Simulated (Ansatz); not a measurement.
Results of HSE06 (PAW; Ansatz, a program for electronic structure) for fcc Ni.

Run with plane-wave cutoff 460 eV, 16×16×16 k mesh, Fermi–Dirac smearing 0.05 eV, spin-polarised with parallel moments, scalar-relativistic PAW data made under PBE.

Properties against volume:

| V (Å³/atom) | P (GPa) | moment (μB per cell of 1 atoms) |
|---|---|---|
| 10.185 | 12.01 | 0.83 |
| 10.423 | 6.83 | 0.86 |
| 10.721 | 1.64 | 0.92 |
| 10.989 | -2.87 | 0.93 |
| 11.257 | -6.75 | 0.94 |
